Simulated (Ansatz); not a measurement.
The cluster C₃H₄⁻. The state is a doublet with charge -1. Geometry B3LYP-D4/def2-TZVPD, basis def2-TZVPD, Ansatz.

```tsv
atom	x (Å)	y (Å)	z (Å)
C1	-0.3861	1.3644	-0.5026
C2	0.5395	-0.9188	-0.2269
C3	-0.1932	0.1802	0.2189
H4	0.6588	-1.8154	0.3763
H5	-1.0075	2.0527	0.1083
H6	-0.6259	0.0325	1.2297
H7	1.0144	-0.8957	-1.2037
```

| run | HOMO (eV) | LUMO (eV) |
| --- | --- | --- |
| A | 0.65 | 4.31 |
| B | 0.85 | 3.55 |
| C | -1.88 | 5.75 |
| D | 1.76 | 2.75 |
| E | 1.65 | 2.29 |
| F | -1.52 | 5.72 |

LC-ωPBE has ω = 0.4 bohr⁻¹. B3LYP takes the VWN-RPA correlation. The structure comes from a short search, and lower isomers may exist.

HOMO and LUMO are taken over both spins.

Problem. The runs used B3LYP, LC-ωPBE, LDA (SPW92), PBE, r2SCAN0, ωB97X-V. Estimate which is which.

Solution. A r2SCAN0 (25 % exact exchange); B B3LYP (20 % exact exchange); C LC-ωPBE (range-separated); D PBE (0 % exact exchange); E LDA (SPW92) (0 % exact exchange); F ωB97X-V (range-separated). Exact exchange lowers occupied and raises empty levels; among semilocal functionals meta-GGAs tend to open the gap a little, and such runs are hard to tell apart. The gap grows from 0.64 eV (LDA (SPW92)) to 7.62 eV (LC-ωPBE). At r2SCAN0-D4/def2-TZVPD, B3LYP-D4/def2-TZVPD, PBE-D4/def2-TZVPD, LDA (SPW92)/def2-TZVPD the highest occupied level of the charge -1 doublet lies above zero (up to 1.76 eV). By energy differences its removal costs 1.22 eV (vertical, to the charge 0 triplet, at PBE-D4/def2-TZVPD); a positive level beside a positive removal energy at the same level points to self-interaction error.
